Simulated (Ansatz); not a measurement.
# How far each method lies from RCCSDT(Q) for C₃H₈, singlet

Geometry: MP2(full)/6-31G*, from the G2/97 set.

```tsv
atom	x (Å)	y (Å)	z (Å)
C	0.0000	0.0000	0.5786
C	0.0000	1.2669	-0.2693
C	0.0000	-1.2669	-0.2693
H	-0.8769	0.0000	1.2356
H	0.8769	0.0000	1.2356
H	0.0000	2.1662	0.3530
H	0.0000	-2.1662	0.3530
H	0.8836	1.3042	-0.9135
H	-0.8836	1.3042	-0.9135
H	-0.8836	-1.3042	-0.9135
H	0.8836	-1.3042	-0.9135
```

Basis 6-31G; Ansatz 0.2.0. Correlated methods freeze the noble-gas cores, which leaves 20 electrons in 40 orbitals. R marks a restricted (for open shells ROHF) determinant. Active spaces: frontier = (8e, 8o) about the gap.

Full CI isn't at hand for all of this; RCCSDT(Q) serves as the reference, and is uncertain by about the last step of the cluster series.

The UHF ⟨S²⟩ is 0.000 and the T1 diagnostic (RCCSD) is 0.0044. The largest doubles amplitude (RCCSD) is 0.025.

| level | E − E(RCCSDT(Q)) (meV) | share of correlation (%) | wall time |
| --- | --- | --- | --- |
| RHF | 8958 | 0.00 | – |
| RMP2 | 1368 | 84.73 | – |
| CISD | 1107 | 87.65 | 2.4 s |
| RCCSD | 200 | 97.77 | – |
| RCCSD(T) | 25 | 99.72 | 0.64 s |
| BCCD(T) | 25 | 99.72 | 0.85 s |
| RCCSDT | 10 | 99.89 | – |
| CASSCF (frontier space) | 6896 | 23.02 | – |
| NEVPT4(SD) (frontier space) | 198 | 97.79 | 18 s |

The correlation energy at RCCSDT(Q), counted from RHF, is -8.958 eV. That run took 20 s on 1 thread of AMD EPYC 7R13, shared host.

Times hold each run's SCF and search for its determinant on a shared host, so for small cases they say little of a method's own cost; they ran on 1 thread of AMD EPYC 7R13.

Atomization energy (electronic, same basis, no zero-point term; atoms at the same level, unrestricted beside the R rows where the molecule is a closed shell, with restricted open-shell steps beyond CCSDT(Q)) at RCCSDT(Q): 3710.2 kJ/mol. Errors of other levels:

```csv
level,error (kJ/mol)
RHF,-569.3
RMP2,-21.2
CISD,-101.7
RCCSD,-15.5
RCCSD(T),-1.2
BCCD(T),-1.1
RCCSDT,-0.9
```

This basis is far from its limit, so the value isn't to be set against a measured one. Truncated CI isn't size-consistent, which counts against it in atomization.
